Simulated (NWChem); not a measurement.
dimethyl ether (C$_{2}$H$_{6}$O); SMILES COC

Computed with NWChem. Geometry: optimised at PBE0/def2-SVP. Vertical excitations in the gas phase.

Question: Estimate the computed values for PBE/def2-SVPD, TDA. Quantities: lowest excitation, singlet (eV); oscillator strength of that lowest state; orbital gap (eV).

Answer: 
```yaml
lowest excitation, singlet (eV): 6.07
oscillator_strength_of_that_lowest_state: 0.032
orbital gap (eV): 6.03
```
